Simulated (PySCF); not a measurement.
# C₄H₅F: NMR shifts at several levels of theory, part 1 of 2

How much do the NMR shifts of C₄H₅F (`CC#CCF`) depend on the level of theory, and what does each level cost?

The runs use PySCF 2.14.0, with density-fitted response routines of our own; the level of theory stands in each step. All values are computed, except where a source is named. Atoms count from 0, in the outputs and in this text.

**1. The molecule as given**

10 atoms, charge 0, multiplicity 1; geometry from: PBE0-D3(BJ)/def2-SVP.

Bonds of the start (Å): C0–C1 1.45, C1–C2 1.21, C2–C3 1.46, C3–F4 1.37, C0–H5 1.10, C0–H6 1.10, C0–H7 1.10, C3–H8 1.10, C3–H9 1.10.

**2. Shielding tensors: PBE0/pcSseg-2**

The job: settings as JSON, then the geometry in Å.

```
{"job": {"kind": "nmr", "xc": "PBE0", "basis": "pcSseg-2", "pop": false}, "charge": 0, "multiplicity": 1}
C     -2.034521     0.294179    -0.019701
C     -0.600459     0.075041    -0.086325
C      0.596607    -0.103930    -0.144117
C      2.034665    -0.326377    -0.207987
F      2.704412     0.754408    -0.725112
H     -2.586017    -0.535135    -0.489577
H     -2.309041     1.220680    -0.547616
H     -2.378796     0.386218     1.022094
H      2.429434    -0.530513     0.802949
H      2.253859    -1.206802    -0.838278
```

Method: GIAO PBE0/pcSseg-2 NMR shielding, non-relativistic, gas phase.

The run is started by

```
> OMP_NUM_THREADS=1 python probes_run.py task.json out
```

The driver reads the jobs from task.json and runs them one after another.

What it wrote:

```text
coarse grid: 8536 points
cycle   1  E = -254.9613625542  dE =  5.193e-01  |g| = 5.387e-01  |ddm| = 2.491e+00
cycle   2  E = -254.9343530958  dE =  2.701e-02  |g| = 7.029e-01  |ddm| = 1.491e+00
cycle   3  E = -255.0133469079  dE = -7.899e-02  |g| = 9.450e-02  |ddm| = 9.954e-01
cycle   4  E = -255.0145067094  dE = -1.160e-03  |g| = 4.865e-02  |ddm| = 1.262e-01
cycle   5  E = -255.0149715182  dE = -4.648e-04  |g| = 2.071e-02  |ddm| = 6.485e-02
cycle   6  E = -255.0150715847  dE = -1.001e-04  |g| = 3.739e-03  |ddm| = 2.216e-02
cycle   7  E = -255.0150748981  dE = -3.313e-06  |g| = 6.034e-04  |ddm| = 4.429e-03
final grid: 83296 points
cycle   8  E = -255.0169494049  dE = -6.990e-05  |g| = 5.705e-03  |ddm| = 5.095e-02
cycle   9  E = -255.0169478876  dE =  1.517e-06  |g| = 6.693e-03  |ddm| = 1.348e-02
cycle  10  E = -255.0169568962  dE = -9.009e-06  |g| = 1.036e-03  |ddm| = 5.988e-03
cycle  11  E = -255.0169570541  dE = -1.579e-07  |g| = 3.355e-04  |ddm| = 1.975e-03
cycle  12  E = -255.0169570668  dE = -1.265e-08  |g| = 2.206e-04  |ddm| = 5.131e-04
cycle  13  E = -255.0169570780  dE = -1.122e-08  |g| = 2.598e-05  |ddm| = 1.862e-04
cycle  14  E = -255.0169570781  dE = -1.349e-10  |g| = 6.567e-06  |ddm| = 2.279e-05
converged SCF energy = -255.0169570781

GIAO shielding tensors (ppm)
atom      isotropic    diamagn.    paramagn.     s11        s22        s33       span
  0 C      179.562     242.186     -62.624    171.707    171.866    195.115     23.408
  1 C       89.148     266.200    -177.053      6.206     19.493    241.744    235.539
  2 C      101.973     268.768    -166.795     13.284     14.415    278.221    264.938
  3 C      110.530     237.284    -126.754     78.890     84.149    168.551     89.661
  4 F      415.324     466.396     -51.071    377.297    399.532    469.144     91.848
  5 H       29.356      28.398       0.958     24.534     27.502     36.032     11.498
  6 H       29.262      28.212       1.050     24.589     27.505     35.692     11.103
  7 H       29.347      28.705       0.641     24.475     27.520     36.045     11.571
  8 H       26.349      28.384      -2.035     21.879     27.128     30.041      8.163
  9 H       26.345      28.016      -1.671     21.879     27.113     30.043      8.164
```

Wall time 38 s (1 thread of Arm Neoverse N1, shared host); peak memory 1 GiB.

Shifts follow as δ = σ(reference) − σ, with reference shieldings (ppm) from runs at the same level and on the same kind of geometry: 1H TMS 31.25, 13C TMS 184.1, 19F CFCl3 175.8. The references are single molecules in the gas phase, so shifts against H2O, NH3, PH3, H3PO4 or CFCl3 are not on the usual liquid scales and can be off by tens of ppm. Atoms listed in one row are averaged.

| atoms | environment | σ (ppm) | δ (ppm) |
| --- | --- | --- | --- |
| C1 | alkyne carbon | 89.1 | 95.0 |
| C2 | alkyne carbon | 102.0 | 82.2 |
| C3 | propargylic sp3 CH2 bonded to F | 110.5 | 73.6 |
| C0 | propargylic methyl carbon | 179.6 | 4.6 |
| H8, H9 | hydrogen on a propargylic sp3 CH2 bonded to F | 26.35 | 4.90 |
| H5, H6, H7 | hydrogen on a propargylic methyl carbon | 29.32 | 1.92 |
| F4 | fluorine on an sp3 carbon | 415.3 | -239.5 |

**3. Shielding tensors: mPW1PW91/pcSseg-2**

Same as in step 2 but for these lines:

```diff
@@ -1,2 +1,2 @@
-{"job": {"kind": "nmr", "xc": "PBE0", "basis": "pcSseg-2", "pop": false}, "charge": 0, "multiplicity": 1}
+{"job": {"kind": "nmr", "xc": "mPW1PW91", "basis": "pcSseg-2", "pop": false}, "charge": 0, "multiplicity": 1}
 C     -2.034521     0.294179    -0.019701
```

Level: GIAO mPW1PW91/pcSseg-2 NMR shielding, non-relativistic, gas phase.

What it wrote:

```text
coarse grid: 8536 points
cycle   1  E = -255.1854963812  dE =  5.195e-01  |g| = 5.519e-01  |ddm| = 2.489e+00
cycle   2  E = -255.1565798088  dE =  2.892e-02  |g| = 7.239e-01  |ddm| = 1.518e+00
cycle   3  E = -255.2395057352  dE = -8.293e-02  |g| = 9.553e-02  |ddm| = 1.017e+00
cycle   4  E = -255.2407130056  dE = -1.207e-03  |g| = 4.865e-02  |ddm| = 1.286e-01
cycle   5  E = -255.2411734577  dE = -4.605e-04  |g| = 2.128e-02  |ddm| = 6.469e-02
cycle   6  E = -255.2412796499  dE = -1.062e-04  |g| = 3.747e-03  |ddm| = 2.237e-02
cycle   7  E = -255.2412829823  dE = -3.332e-06  |g| = 6.098e-04  |ddm| = 4.313e-03
final grid: 83296 points
cycle   8  E = -255.2428299048  dE = -6.335e-05  |g| = 4.417e-03  |ddm| = 5.173e-02
cycle   9  E = -255.2428289449  dE =  9.600e-07  |g| = 5.202e-03  |ddm| = 9.428e-03
cycle  10  E = -255.2428342325  dE = -5.288e-06  |g| = 8.081e-04  |ddm| = 4.294e-03
cycle  11  E = -255.2428343207  dE = -8.825e-08  |g| = 3.396e-04  |ddm| = 1.593e-03
cycle  12  E = -255.2428343370  dE = -1.624e-08  |g| = 2.014e-04  |ddm| = 4.931e-04
cycle  13  E = -255.2428343462  dE = -9.253e-09  |g| = 2.239e-05  |ddm| = 1.674e-04
cycle  14  E = -255.2428343463  dE = -9.760e-11  |g| = 5.592e-06  |ddm| = 1.956e-05
converged SCF energy = -255.2428343463

GIAO shielding tensors (ppm)
atom      isotropic    diamagn.    paramagn.     s11        s22        s33       span
  0 C      178.694     242.727     -64.033    170.870    171.040    194.172     23.301
  1 C       88.803     265.697    -176.894      5.558     18.716    242.134    236.576
  2 C      101.561     268.583    -167.022     12.731     13.768    278.186    265.455
  3 C      109.878     237.687    -127.809     78.263     83.683    167.687     89.424
  4 F      415.175     466.772     -51.597    377.419    399.872    468.234     90.815
  5 H       29.403      28.452       0.951     24.606     27.560     36.043     11.437
  6 H       29.309      28.273       1.037     24.659     27.562     35.707     11.047
  7 H       29.394      28.760       0.635     24.548     27.578     36.056     11.508
  8 H       26.409      28.417      -2.008     21.953     27.183     30.091      8.138
  9 H       26.405      28.047      -1.642     21.954     27.167     30.093      8.139
```

Wall time 38 s (1 thread of Arm Neoverse N1, shared host); peak memory 1 GiB.

In short: δ C1 94.7, C2 82.0, C3 73.6, C0 4.8, H8 4.89, H5 1.92 ppm (means over like atoms).

**4. NMR shieldings: WP04/pcSseg-2**

Same as in step 3 but for these lines:

```diff
@@ -1,2 +1,2 @@
-{"job": {"kind": "nmr", "xc": "mPW1PW91", "basis": "pcSseg-2", "pop": false}, "charge": 0, "multiplicity": 1}
+{"job": {"kind": "nmr", "xc": "WP04", "basis": "pcSseg-2", "pop": false}, "charge": 0, "multiplicity": 1}
 C     -2.034521     0.294179    -0.019701
```

With the program's defaults for keys left out, this is: GIAO WP04/pcSseg-2 NMR shielding, non-relativistic, gas phase.

What it wrote:

```text
coarse grid: 8536 points
cycle   1  E = -260.7961675401  dE =  4.683e-01  |g| = 8.576e-01  |ddm| = 2.888e+00
cycle   2  E = -260.6593608286  dE =  1.368e-01  |g| = 1.278e+00  |ddm| = 2.490e+00
cycle   3  E = -260.9168783111  dE = -2.575e-01  |g| = 1.833e-01  |ddm| = 1.896e+00
cycle   4  E = -260.9221172701  dE = -5.239e-03  |g| = 8.098e-02  |ddm| = 2.299e-01
cycle   5  E = -260.9230501382  dE = -9.329e-04  |g| = 5.277e-02  |ddm| = 1.102e-01
cycle   6  E = -260.9237259328  dE = -6.758e-04  |g| = 5.816e-03  |ddm| = 4.694e-02
cycle   7  E = -260.9237341142  dE = -8.181e-06  |g| = 1.170e-03  |ddm| = 6.772e-03
final grid: 83296 points
cycle   8  E = -260.9302814245  dE = -1.071e-04  |g| = 7.532e-03  |ddm| = 6.657e-02
cycle   9  E = -260.9302723773  dE =  9.047e-06  |g| = 1.050e-02  |ddm| = 1.521e-02
cycle  10  E = -260.9302928485  dE = -2.047e-05  |g| = 1.728e-03  |ddm| = 8.446e-03
cycle  11  E = -260.9302932509  dE = -4.024e-07  |g| = 9.257e-04  |ddm| = 2.521e-03
cycle  12  E = -260.9302934109  dE = -1.600e-07  |g| = 4.660e-04  |ddm| = 1.012e-03
cycle  13  E = -260.9302934587  dE = -4.776e-08  |g| = 4.363e-05  |ddm| = 3.574e-04
cycle  14  E = -260.9302934590  dE = -3.337e-10  |g| = 1.423e-05  |ddm| = 4.534e-05
converged SCF energy = -260.9302934590

GIAO shielding tensors (ppm)
atom      isotropic    diamagn.    paramagn.     s11        s22        s33       span
  0 C      165.077     238.372     -73.295    157.020    157.273    180.936     23.916
  1 C       84.176     270.599    -186.423     -1.627     10.353    243.803    245.431
  2 C       96.116     273.005    -176.889      5.879      6.997    275.472    269.593
  3 C       96.095     234.402    -138.308     63.605     70.917    153.762     90.157
  4 F      403.101     469.969     -66.868    360.905    399.137    449.261     88.356
  5 H       29.702      28.179       1.523     25.240     27.957     35.909     10.669
  6 H       29.613      27.986       1.627     25.283     27.956     35.600     10.317
  7 H       29.692      28.497       1.194     25.187     27.974     35.914     10.728
  8 H       26.804      27.927      -1.123     22.561     27.523     30.328      7.767
  9 H       26.800      27.538      -0.738     22.562     27.509     30.330      7.768
```

Run time: 37 s. Hardware: 1 thread of Arm Neoverse N1, shared host; peak memory 1 GiB.

In short: δ C1 87.9, C3 76.0, C2 76.0, C0 7.0, H8 4.81, H5 1.94 ppm (means over like atoms).

**5. Shielding tensors: B97-2/pcSseg-2**

Same as in step 4 but for these lines:

```diff
@@ -1,2 +1,2 @@
-{"job": {"kind": "nmr", "xc": "WP04", "basis": "pcSseg-2", "pop": false}, "charge": 0, "multiplicity": 1}
+{"job": {"kind": "nmr", "xc": "B97-2", "basis": "pcSseg-2", "pop": false}, "charge": 0, "multiplicity": 1}
 C     -2.034521     0.294179    -0.019701
```

Method: GIAO B97-2/pcSseg-2 NMR shielding, non-relativistic, gas phase.

What it wrote:

```text
coarse grid: 8536 points
cycle   1  E = -255.1612532282  dE =  5.022e-01  |g| = 5.719e-01  |ddm| = 2.497e+00
cycle   2  E = -255.1221565758  dE =  3.910e-02  |g| = 7.781e-01  |ddm| = 1.702e+00
cycle   3  E = -255.2184812949  dE = -9.632e-02  |g| = 1.021e-01  |ddm| = 1.177e+00
cycle   4  E = -255.2199156391  dE = -1.434e-03  |g| = 5.167e-02  |ddm| = 1.369e-01
cycle   5  E = -255.2204370108  dE = -5.214e-04  |g| = 2.309e-02  |ddm| = 6.815e-02
cycle   6  E = -255.2205640956  dE = -1.271e-04  |g| = 3.831e-03  |ddm| = 2.387e-02
cycle   7  E = -255.2205676470  dE = -3.551e-06  |g| = 6.642e-04  |ddm| = 4.548e-03
final grid: 83296 points
cycle   8  E = -255.2190923856  dE = -8.049e-05  |g| = 5.335e-03  |ddm| = 1.185e-01
cycle   9  E = -255.2190886794  dE =  3.706e-06  |g| = 7.248e-03  |ddm| = 1.263e-02
cycle  10  E = -255.2190961543  dE = -7.475e-06  |g| = 6.607e-04  |ddm| = 7.346e-03
cycle  11  E = -255.2190961946  dE = -4.026e-08  |g| = 4.309e-04  |ddm| = 8.338e-04
cycle  12  E = -255.2190962328  dE = -3.828e-08  |g| = 1.771e-04  |ddm| = 5.661e-04
cycle  13  E = -255.2190962405  dE = -7.652e-09  |g| = 2.090e-05  |ddm| = 1.578e-04
cycle  14  E = -255.2190962406  dE = -8.544e-11  |g| = 4.095e-06  |ddm| = 1.578e-05
converged SCF energy = -255.2190962406

GIAO shielding tensors (ppm)
atom      isotropic    diamagn.    paramagn.     s11        s22        s33       span
  0 C      178.199     242.993     -64.793    170.357    170.582    193.658     23.301
  1 C       91.493     266.653    -175.160      9.514     22.235    242.729    233.215
  2 C      103.592     269.344    -165.752     16.295     17.333    277.149    260.854
  3 C      110.266     238.098    -127.832     78.868     84.623    167.305     88.437
  4 F      413.036     467.080     -54.045    375.147    399.532    464.428     89.281
  5 H       29.450      28.464       0.987     24.691     27.629     36.030     11.339
  6 H       29.358      28.295       1.063     24.745     27.633     35.696     10.951
  7 H       29.441      28.806       0.636     24.634     27.647     36.044     11.410
  8 H       26.458      28.462      -2.004     22.010     27.238     30.126      8.115
  9 H       26.454      28.054      -1.600     22.011     27.223     30.127      8.116
```

Wall time 38 s (1 thread of Arm Neoverse N1, shared host); peak memory 1 GiB.

This run: δ C1 92.0, C2 79.9, C3 73.2, C0 5.3, H8 4.90, H5 1.94 ppm (means over like atoms).

**6. Nuclear shieldings: BHandHLYP/pcSseg-2**

Same as in step 5 but for these lines:

```diff
@@ -1,2 +1,2 @@
-{"job": {"kind": "nmr", "xc": "B97-2", "basis": "pcSseg-2", "pop": false}, "charge": 0, "multiplicity": 1}
+{"job": {"kind": "nmr", "xc": "BHandHLYP", "basis": "pcSseg-2", "pop": false}, "charge": 0, "multiplicity": 1}
 C     -2.034521     0.294179    -0.019701
```

Method: GIAO BHandHLYP/pcSseg-2 NMR shielding, non-relativistic, gas phase.

What it wrote:

```text
coarse grid: 8536 points
cycle   1  E = -255.1087763582  dE =  6.229e-01  |g| = 5.402e-01  |ddm| = 2.440e+00
cycle   2  E = -255.1168086995  dE = -8.032e-03  |g| = 5.616e-01  |ddm| = 9.528e-01
cycle   3  E = -255.1640652878  dE = -4.726e-02  |g| = 6.138e-02  |ddm| = 5.458e-01
cycle   4  E = -255.1644902514  dE = -4.250e-04  |g| = 3.630e-02  |ddm| = 9.588e-02
cycle   5  E = -255.1647609305  dE = -2.707e-04  |g| = 1.287e-02  |ddm| = 5.140e-02
cycle   6  E = -255.1647980765  dE = -3.715e-05  |g| = 3.028e-03  |ddm| = 1.700e-02
cycle   7  E = -255.1648002897  dE = -2.213e-06  |g| = 3.052e-04  |ddm| = 4.401e-03
final grid: 83296 points
cycle   8  E = -255.1689599451  dE = -2.610e-05  |g| = 2.702e-03  |ddm| = 3.955e-02
cycle   9  E = -255.1689602442  dE = -2.990e-07  |g| = 2.510e-03  |ddm| = 4.915e-03
cycle  10  E = -255.1689613098  dE = -1.066e-06  |g| = 3.364e-04  |ddm| = 2.152e-03
cycle  11  E = -255.1689613233  dE = -1.347e-08  |g| = 1.557e-04  |ddm| = 7.336e-04
cycle  12  E = -255.1689613278  dE = -4.555e-09  |g| = 5.701e-05  |ddm| = 2.653e-04
cycle  13  E = -255.1689613285  dE = -7.395e-10  |g| = 8.077e-06  |ddm| = 6.059e-05
converged SCF energy = -255.1689613285

GIAO shielding tensors (ppm)
atom      isotropic    diamagn.    paramagn.     s11        s22        s33       span
  0 C      180.418     239.111     -58.693    173.556    173.775    193.923     20.367
  1 C       89.511     263.118    -173.607      5.938     19.185    243.410    237.471
  2 C      103.736     265.563    -161.827     14.070     14.953    282.185    268.115
  3 C      113.368     235.222    -121.854     83.061     86.918    170.126     87.065
  4 F      421.687     467.090     -45.403    384.187    406.352    474.522     90.335
  5 H       29.544      28.674       0.871     24.693     27.683     36.257     11.564
  6 H       29.446      28.425       1.021     24.743     27.683     35.912     11.169
  7 H       29.535      28.916       0.619     24.635     27.702     36.267     11.632
  8 H       26.676      28.731      -2.055     22.209     27.372     30.446      8.238
  9 H       26.671      28.437      -1.765     22.209     27.357     30.448      8.239
```

Run time: 37 s. Hardware: 1 thread of Arm Neoverse N1, shared host; peak memory 1 GiB.

In short: δ C1 94.8, C2 80.5, C3 70.9, C0 3.8, H8 4.78, H5 1.94 ppm (means over like atoms).

**7. NMR shieldings: CAM-B3LYP/pcSseg-2**

Same as in step 6 but for these lines:

```diff
@@ -1,2 +1,2 @@
-{"job": {"kind": "nmr", "xc": "BHandHLYP", "basis": "pcSseg-2", "pop": false}, "charge": 0, "multiplicity": 1}
+{"job": {"kind": "nmr", "xc": "CAM-B3LYP", "basis": "pcSseg-2", "pop": false}, "charge": 0, "multiplicity": 1}
 C     -2.034521     0.294179    -0.019701
```

Level: GIAO CAM-B3LYP/pcSseg-2 NMR shielding, non-relativistic, gas phase.

What it wrote:

```text
coarse grid: 8536 points
cycle   1  E = -255.1340481280  dE =  5.959e-01  |g| = 5.646e-01  |ddm| = 2.399e+00
cycle   2  E = -255.1255600587  dE =  8.488e-03  |g| = 6.730e-01  |ddm| = 1.145e+00
cycle   3  E = -255.1912863588  dE = -6.573e-02  |g| = 6.939e-02  |ddm| = 7.058e-01
cycle   4  E = -255.1919503354  dE = -6.640e-04  |g| = 3.213e-02  |ddm| = 1.012e-01
cycle   5  E = -255.1921440834  dE = -1.937e-04  |g| = 1.329e-02  |ddm| = 4.682e-02
cycle   6  E = -255.1921814672  dE = -3.738e-05  |g| = 3.725e-03  |ddm| = 1.776e-02
cycle   7  E = -255.1921847913  dE = -3.324e-06  |g| = 4.069e-04  |ddm| = 4.405e-03
final grid: 83296 points
cycle   8  E = -255.1977741952  dE = -4.534e-05  |g| = 3.755e-03  |ddm| = 3.963e-02
cycle   9  E = -255.1977741820  dE =  1.319e-08  |g| = 3.993e-03  |ddm| = 5.752e-03
cycle  10  E = -255.1977767328  dE = -2.551e-06  |g| = 5.232e-04  |ddm| = 2.939e-03
cycle  11  E = -255.1977767678  dE = -3.494e-08  |g| = 2.011e-04  |ddm| = 1.074e-03
cycle  12  E = -255.1977767751  dE = -7.306e-09  |g| = 6.356e-05  |ddm| = 3.067e-04
cycle  13  E = -255.1977767759  dE = -8.372e-10  |g| = 1.686e-05  |ddm| = 7.587e-05
converged SCF energy = -255.1977767759

GIAO shielding tensors (ppm)
atom      isotropic    diamagn.    paramagn.     s11        s22        s33       span
  0 C      179.360     237.240     -57.880    172.087    172.261    193.734     21.647
  1 C       86.435     262.997    -176.563      1.935     15.659    241.710    239.775
  2 C      100.282     265.143    -164.861      9.450     10.686    280.710    271.260
  3 C      108.301     233.217    -124.916     76.187     80.050    168.667     92.480
  4 F      417.788     467.326     -49.539    379.776    401.102    472.485     92.709
  5 H       29.475      28.577       0.898     24.686     27.661     36.077     11.392
  6 H       29.378      28.319       1.060     24.738     27.660     35.736     10.998
  7 H       29.466      28.743       0.723     24.627     27.681     36.089     11.463
  8 H       26.441      28.552      -2.111     22.006     27.270     30.048      8.042
  9 H       26.437      28.340      -1.903     22.006     27.254     30.050      8.044
```

It took 50 s on 1 thread of Arm Neoverse N1, shared host; peak memory 1.1 GiB.

In short: δ C1 96.1, C2 82.3, C3 74.3, C0 3.2, H8 4.90, H5 1.90 ppm (means over like atoms).

**8. Shielding tensors: wB97X-D/pcSseg-2**

Same as in step 7 but for these lines:

```diff
@@ -1,2 +1,2 @@
-{"job": {"kind": "nmr", "xc": "CAM-B3LYP", "basis": "pcSseg-2", "pop": false}, "charge": 0, "multiplicity": 1}
+{"job": {"kind": "nmr", "xc": "wB97X-D", "basis": "pcSseg-2", "pop": false}, "charge": 0, "multiplicity": 1}
 C     -2.034521     0.294179    -0.019701
```

Level: GIAO wB97X-D/pcSseg-2 NMR shielding, non-relativistic, gas phase.

What it wrote:

```text
coarse grid: 8536 points
cycle   1  E = -255.1581396849  dE =  6.226e-01  |g| = 5.694e-01  |ddm| = 2.435e+00
cycle   2  E = -255.1633366383  dE = -5.197e-03  |g| = 6.171e-01  |ddm| = 8.259e-01
cycle   3  E = -255.2176623768  dE = -5.433e-02  |g| = 6.127e-02  |ddm| = 4.874e-01
cycle   4  E = -255.2182145136  dE = -5.521e-04  |g| = 2.835e-02  |ddm| = 9.516e-02
cycle   5  E = -255.2183733498  dE = -1.588e-04  |g| = 1.118e-02  |ddm| = 3.992e-02
cycle   6  E = -255.2184005611  dE = -2.721e-05  |g| = 3.161e-03  |ddm| = 1.542e-02
cycle   7  E = -255.2184031098  dE = -2.549e-06  |g| = 4.427e-04  |ddm| = 4.406e-03
final grid: 83296 points
cycle   8  E = -255.2226718065  dE = -1.879e-04  |g| = 9.388e-03  |ddm| = 1.048e-01
cycle   9  E = -255.2226696485  dE =  2.158e-06  |g| = 1.070e-02  |ddm| = 1.387e-02
cycle  10  E = -255.2226847505  dE = -1.510e-05  |g| = 4.696e-04  |ddm| = 6.251e-03
cycle  11  E = -255.2226847836  dE = -3.317e-08  |g| = 3.135e-04  |ddm| = 9.789e-04
cycle  12  E = -255.2226848047  dE = -2.108e-08  |g| = 1.145e-04  |ddm| = 3.537e-04
cycle  13  E = -255.2226848078  dE = -3.083e-09  |g| = 3.089e-05  |ddm| = 1.670e-04
cycle  14  E = -255.2226848081  dE = -3.265e-10  |g| = 6.844e-06  |ddm| = 4.402e-05
converged SCF energy = -255.2226848081

GIAO shielding tensors (ppm)
atom      isotropic    diamagn.    paramagn.     s11        s22        s33       span
  0 C      180.043     241.086     -61.043    172.744    172.950    194.434     21.690
  1 C       89.168     264.694    -175.526      5.234     18.326    243.944    238.710
  2 C      102.365     267.160    -164.795     13.028     13.448    280.620    267.591
  3 C      110.982     236.609    -125.626     79.360     84.038    169.549     90.189
  4 F      418.089     466.389     -48.300    380.957    401.898    471.412     90.456
  5 H       29.535      28.469       1.066     24.737     27.677     36.192     11.455
  6 H       29.441      28.241       1.200     24.788     27.676     35.860     11.071
  7 H       29.528      28.725       0.803     24.681     27.699     36.203     11.522
  8 H       26.551      28.452      -1.900     22.123     27.301     30.231      8.108
  9 H       26.547      28.150      -1.603     22.123     27.285     30.233      8.109
```

It took 50 s on 1 thread of Arm Neoverse N1, shared host; peak memory 1.1 GiB.

This run: δ C1 95.2, C2 82.1, C3 73.4, C0 4.4, H8 4.81, H5 1.85 ppm (means over like atoms).

(Continued in part 2 of 2.)
